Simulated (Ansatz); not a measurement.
The input, for Ansatz 0.2.0:

```yaml
crystal:
  periodic: [false, false, false]
  atoms:
    - {symbol: Ge, position_ang: [0.000000, -0.013103, 0.894450]}
    - {symbol: Si, position_ang: [0.000000, 1.131060, -0.994011]}
    - {symbol: Si, position_ang: [0.000000, -1.175645, -1.245854]}
    - {symbol: H, position_ang: [0.000000, 2.186645, -2.048862]}
basis:
  gaussian: {orbitals: 6-31G}
magnetization: {spin_polarized: true, initial_magnetization: 3}
correlation: {method: ccsd, electrons: outside_noble_gas}
output: {forces: true}
```

```sh
$ ansatz run in.yaml --threads 1 --pin off --events-out ev --progress --plain --max-ram 2393MiB
```

Log:

```
562 factors; integrals over basis functions are off by at most 1.9e-4 eV
mean field evaluation 1: about -72197.3767 eV, gradient 7.1e0 eV
mean field evaluation 2: about -72197.3837 eV, gradient 7.1e0 eV
mean field evaluation 4: about -72198.2658 eV, gradient 1.9e0 eV
mean field evaluation 8: about -72198.4343 eV, gradient 4.1e-1 eV
mean field evaluation 16: about -72198.5697 eV, gradient 1.3e-4 eV
mean field evaluation 32: about -72198.3999 eV, gradient 6.4e-2 eV
mean field evaluation 64: about -72197.5708 eV, gradient 9.0e-1 eV
mean field evaluation 96: about -72198.5136 eV, gradient 1.1e0 eV
mean field evaluation 128: about -72197.6097 eV, gradient 3.4e0 eV
mean field evaluation 160: about -72197.8930 eV, gradient 2.7e-2 eV
mean field evaluation 192: about -72195.1371 eV, gradient 1.0e1 eV
mean field evaluation 224: about -72197.4054 eV, gradient 1.1e0 eV
mean field evaluation 256: about -72197.4054 eV, gradient 1.1e0 eV
mean field evaluation 288: about -72197.5746 eV, gradient 3.2e-1 eV
mean field evaluation 320: about -72198.5697 eV, gradient 8.7e-4 eV
mean field evaluation 352: about -72197.5949 eV, gradient 6.6e-1 eV
mean field evaluation 384: about -72197.5571 eV, gradient 3.0e-3 eV
mean field evaluation 416: about -72195.3494 eV, gradient 9.7e0 eV
mean field evaluation 448: about -72197.7349 eV, gradient 1.4e-3 eV
mean field evaluation 480: about -72197.7348 eV, gradient 3.0e-2 eV
mean field evaluation 512: about -72196.7385 eV, gradient 3.9e0 eV
mean field evaluation 544: about -72197.7981 eV, gradient 3.1e-1 eV
mean field evaluation 576: about -72196.9619 eV, gradient 1.1e0 eV
mean field evaluation 608: about -72198.3911 eV, gradient 4.7e-2 eV
mean field -72198.61643873 eV, -2653.2502161436 hartree, gradient 2.1e-6 eV, S^2 4.214055; 21 other end points of the search recorded, 0 dependent functions left out
determinant -72198.61643873 eV, -2653.2502161436 hartree, with singles and doubles -72202.64558314 eV, -2653.3982844694 hartree
determinant -72198.56974696 eV, -2653.2485002526 hartree, with singles and doubles -72202.61752503 eV, -2653.3972533528 hartree
determinant -72198.40002411 eV, -2653.2422630530 hartree, with singles and doubles -72202.67881857 eV, -2653.3995058488 hartree
determinant -72197.89302321 eV, -2653.2236311133 hartree, with singles and doubles -72202.01366722 eV, -2653.3750619877 hartree
determinant -72197.73490584 eV, -2653.2178204073 hartree, with singles and doubles -72201.51227140 eV, -2653.3566360312 hartree
determinant -72197.70998018 eV, -2653.2169044062 hartree, with singles and doubles -72202.20969727 eV, -2653.3822659590 hartree
determinant -72197.58754792 eV, -2653.2124051034 hartree, with singles and doubles -72202.10759227 eV, -2653.3785136696 hartree
determinant -72197.55712326 eV, -2653.2112870180 hartree, with singles and doubles -72201.35389522 eV, -2653.3508158139 hartree
determinant -72197.54261339 eV, -2653.2107537902 hartree, with singles and doubles -72201.37493104 eV, -2653.3515888661 hartree
determinant -72197.46273756 eV, -2653.2078184073 hartree, with singles and doubles -72201.37052539 eV, -2653.3514269613 hartree
determinant -72197.36617492 eV, -2653.2042697960 hartree, with singles and doubles -72201.46070310 eV, -2653.3547409312 hartree
determinant -72198.61643873 eV, -2653.2502161436 hartree, with singles and doubles -72202.67886433 eV, -2653.3995075306 hartree
determinant -72198.56974696 eV, -2653.2485002526 hartree, with singles and doubles -72202.66145136 eV, -2653.3988676157 hartree
determinant -72198.40002411 eV, -2653.2422630530 hartree, with singles and doubles -72202.68063559 eV, -2653.3995726231 hartree
determinant -72197.70998018 eV, -2653.2169044062 hartree, with singles and doubles -72202.02134286 eV, -2653.3753440623 hartree
24 core orbitals not correlated: weight in the atoms' cores, before any rotation towards them, 0.999 or more for the frozen orbitals, at most 0.001 for the correlated occupied ones
reference -72198.40002411 eV, -2653.2422630530 hartree; 8, 5 occupied and 25, 28 virtual orbitals, 562 factors
second order -3.52794630 eV of doubles, -0.00000000 eV of singles
cycle   1  -4.28061190 eV  change   -4.2e-7 eV  update   4.5e-6
cycle   2  -4.28061493 eV  change   -3.0e-6 eV  update   3.4e-6
cycle   3  -4.28061511 eV  change   -1.8e-7 eV  update   1.3e-6
the calculation of the forces begins
Total energy: -72202.68063922 eV, -2653.3995727567 hartree
Atom 0 at     0.000000    -0.013103     0.894450 Å, force    -0.000000    -0.258304     2.681174 eV/Å
Atom 1 at     0.000000     1.131060    -0.994011 Å, force     0.000000     2.063193    -1.224713 eV/Å
Atom 2 at     0.000000    -1.175645    -1.245854 Å, force    -0.000000    -2.146888    -1.278071 eV/Å
Atom 3 at     0.000000     2.186645    -2.048862 Å, force    -0.000000     0.341999    -0.178391 eV/Å
Dipole moment:     0.000000     0.168126    -0.012811 e Å
```

Forces (eV/Å):
```
Ge   0.000 -0.258  2.681
Si   0.000  2.063 -1.225
Si   0.000 -2.147 -1.278
H    0.000  0.342 -0.178
```

Ran on 1 thread of Arm Neoverse V1, shared host: 44 s wall, 0.21 GiB peak host memory.
